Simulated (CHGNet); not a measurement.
# 2H MoS2

Method: the machine-learned potential CHGNet-r²SCAN (trained on r²SCAN data).

Cell: relaxed at this level.

```yaml
lattice_parameter_a: 3.185 Å
c axis length: 13.075 Å
```

Measured, for comparison: lattice constant a 3.16 Å, lattice parameter c 12.294 Å (300 K, not corrected to a static lattice; as tabulated in arXiv:1605.07067). Computed (rounded) less measured: lattice constant a +0.8 %, lattice parameter c +6.4 %.

A machine-learned potential is trained on density-functional data: it inherits that level's misses and adds fitting errors of its own.

Note: the model's elastic tensor is not positive definite here; this model's volume lies 8 % above that of the starting cell (a measured, published or database cell).
